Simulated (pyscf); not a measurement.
7 gas-phase steps of one pattern: hydrogen abstraction on the doublet surface, C–H broken and H–Si or H–Sn formed. Single points on ωB97X-D3(BJ)/def2-SVP structures (PySCF, gas phase). Electronic energies in kcal/mol, from the separated reactants; ΔE‡ and ΔE at ωB97M-D3(BJ)/def2-TZVP. Rows were drawn at random from the steps of this pattern with a verified saddle, stable references and no exit in the data more than 5 kcal/mol lower.

```
row                                                                                                                             step     ΔE   ΔE‡
---  -------------------------------------------------------------------------------------------------------------------------------  -----  ----
1                                                                                         Cl–CH(Cl)–Cl + SiH₃• → Cl–C•(Cl)–Cl + SiH₄   +2.1  13.0
2    cyclic H₅O₃Si₃ (SMILES O1[SiH]O[SiH2]O[SiH2]1) [doublet] + F–CH₂–F -> cyclic H₆O₃Si₃ (SMILES O1[SiH2]O[SiH2]O[SiH2]1) + F–CH•–F   +7.3  17.8
3                                                                        H₃Si–O–SiH•–O–SiH₃ + F–CH₂–F → H₃Si–O–SiH₂–O–SiH₃ + F–CH•–F   +7.6  17.7
4                                                                                    •H₂Si–O–SiH₃ + F–CH₂–F -> H₃Si–O–SiH₃ + F–CH•–F   +9.4     ?
5                                                                                                   F–CH₂–F + SiH₃• → F–CH•–F + SiH₄  +10.5  19.6
6                                                                                                •H₂Si–SiH₃ + CH₄ → H₃Si–SiH₃ + CH₃•  +18.8  25.5
7                                                                                               H₃Ge–SnH₂• + CH₄ -> H₃Ge–SnH₃ + CH₃•  +35.1  37.6
```

Q: Fit ΔE‡ = a + b·ΔE to the other rows and predict row 4.

A: Over the 6 complete rows the means are +13.6 (ΔE) and 21.9 (ΔE‡); least squares gives b = 0.73 and a = 12.0 kcal/mol, with residuals of 0.3 kcal/mol (root mean square; largest 0.5, row 1). For row 4: 12.0 + 0.73 × (+9.4) = 18.9 kcal/mol. The computed barrier is 19.1 kcal/mol, 0.2 over the line. The line follows the complete rows closely. A slope of 0.73 suggests late, product-like saddles. Each barrier is that of the saddle found. Elements up to Kr have no core potential and no relativistic terms here. Elements past Kr carry the def2 core potentials, without spin-orbit coupling.
